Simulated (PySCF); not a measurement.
A GIAO shielding run with PySCF 2.14 (density fitting, non-relativistic, gas phase) on chlorobenzene (C1=CC=C(Cl)C=C1, C6H5Cl):

```
{"job": {"kind": "nmr", "xc": "PBE0", "basis": "6-311+G(2d,p)", "pop": true}, "charge": 0, "multiplicity": 1}
Cl     3.523260     0.306600    -0.005891
C      1.794390     0.178513    -0.002456
C      1.019564     1.337704     0.013001
C     -0.369330     1.226288     0.015568
C     -0.977481    -0.028306     0.002916
C     -0.190180    -1.178966    -0.012439
C      1.199902    -1.082674    -0.015179
H      1.508146     2.313282     0.022758
H     -0.979682     2.132405     0.027532
H     -2.066569    -0.109394     0.004947
H     -0.659618    -2.165526    -0.022401
H      1.827500    -1.975196    -0.027055
```

Hardware: 1 thread of an Arm Neoverse V1, shared host. The job also computes population analyses, field gradients.

**Question.** How large is the calculation?

**Answer.** 58 electrons, 227 basis functions and 742 auxiliary functions.

**Question.** How long does it take?

**Answer.** 28 s of wall time, with 14 SCF cycles and 5 response iterations. Times on a shared host scatter by some tens of per cent.

**Question.** And these other runs on the same molecule and hardware: GIAO shielding at PBE0/pcSseg-1; GIAO shielding at wB97X-D/pcSseg-2; GIAO shielding at B97-2/pcSseg-1; GIAO shielding at KT2/pcSseg-1; GIAO shielding at KT3/pcSseg-1; GIAO shielding at OPBE/pcSseg-1?

**Answer.** PBE0/pcSseg-1: 151 functions, 15 s; wB97X-D/pcSseg-2: 329 functions, 71 s; B97-2/pcSseg-1: 151 functions, 15 s; KT2/pcSseg-1: 151 functions, 23 s; KT3/pcSseg-1: 151 functions, 22 s; OPBE/pcSseg-1: 151 functions, 22 s.
